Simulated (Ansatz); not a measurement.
Question: Name a neutral molecule of B, C and H with HOMO–LUMO gap (PBE/def2-TZVPP) between 5.45 and 5.75 eV and HOMO–LUMO gap (ωB97M-V/def2-TZVPP) between 12.15 and 12.45 eV (Ansatz, PBE0-D4/def2-TZVP geometry).

Answer: `CBC` (5.62 eV, 12.33 eV). Other molecules can fit too; these were computed, each in one conformer that needn't be the lowest.
